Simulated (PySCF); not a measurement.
# ClLi (lithium chloride): the cost of one run

Computed with PySCF 2.14.0, with density-fitted response routines of our own, on a single molecule, in the gas phase or a continuum. Atoms count from 0, in the outputs and in this text.

### 1 The molecule as given

2 atoms, charge 0, multiplicity 1; geometry from: GFN2-xTB. The atoms were then displaced at random by about 0.01 Å, so the start is not that level's minimum.

Bonds of the start (Å): Li0–Cl1 1.98.

### 2 Optimising the geometry at PBE0-D3(BJ)/def2-TZVP

The job: settings as JSON, then the geometry in Å.

```
{"job": {"xc": "PBE0", "basis": "def2-TZVP", "d3": "d3bj", "grid": 2, "shake": 0.01, "kind": "geom"}, "charge": 0, "multiplicity": 1}
Li     1.000450    -0.028150     0.000980
Cl    -0.982970    -0.000670    -0.013100
```

Run with:

```sh
OMP_NUM_THREADS=1 python probes_run.py task.json out
```

The driver reads the jobs from task.json and runs them one after another.

Q: Estimate the wall time and peak memory of this first job on 1 thread of Intel Xeon Platinum 8259CL at 2.50GHz, shared host.

About 3 s, with a peak of 0.26 GiB.
